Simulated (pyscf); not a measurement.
Thermochemistry of product channels of AlH [singlet] + water (H₂O) on the singlet surface, in eV, from ωB97M-D3(BJ)/def2-TZVP energies (ideal gas, 1 atm, RRHO with modes under 100 cm⁻¹ raised to 100, one conformer, R ln 2 for rigid chiral ones). Structures and frequencies: ωB97X-D3(BJ)/def2-SVP in PySCF.

| products | ΔE | ΔH(298 K) | ΔG(600 K) | ΔG(1200 K) |
|---|---|---|---|---|
| O=AlH + hydrogen (H₂) | 0.00 | -0.17 | -0.02 | +0.06 |
| HO–Al [singlet] + hydrogen (H₂) | [?] | -1.97 | -1.86 | [?] |

**Question.** Some entries are withheld; supply them.

**Answer.** 
- HO–Al [singlet] + hydrogen (H₂), ΔE: -1.91
- HO–Al [singlet] + hydrogen (H₂), ΔG(1200 K): -1.82

These are energies of the channels, which say nothing of barriers.
